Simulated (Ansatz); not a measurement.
System: hcp Tb. Method: LDA (PAW; Ansatz, a first-principles code).

Settings: plane-wave cutoff 500 eV, 24×24×14 k mesh (along the axes of the cell as run), Fermi–Dirac smearing 0.1 eV, spin-polarised with parallel moments, scalar-relativistic PAW data made under PBE.

Computed at the level's own relaxed cell.

Task: Estimate the equilibrium volume per atom, lattice parameter a, c axis length and magnetic moment per atom (the cell's total over its atoms) that the calculation returns.

Result: 
- equilibrium volume per atom = 27.19 Å³/atom
- lattice parameter a = 3.398 Å
- c axis length = 5.439 Å
- magnetic moment per atom (the cell's total over its atoms) = 5.97 μB

Measured, for comparison: equilibrium volume per atom 32.07 Å³/atom (room temperature, not corrected to a static lattice; as tabulated in Söderlind et al. (2014), doi:10.1088/0953-8984/26/41/416001); lattice constant a 3.606 Å (293 K, not corrected to a static lattice, our sources range from 3.600 to 3.606; as tabulated in Wikipedia's data pages); lattice parameter c 5.697 Å (293 K, not corrected to a static lattice; as tabulated in Wikipedia's data pages). Computed (rounded) less measured: equilibrium volume per atom -15.2 %, lattice constant a -5.8 % (-5.6 % to -5.8 % over the range), lattice parameter c -4.5 %.

Note: the 4f shell is treated without U or exact exchange, so its levels and filling can be wrong; the collinear magnetic order is the start's and need not be the measured one.

Moments are spin moments.

Spin–orbit coupling is not included.

It cost about 11 core-minutes (a rough figure) of CPU time.
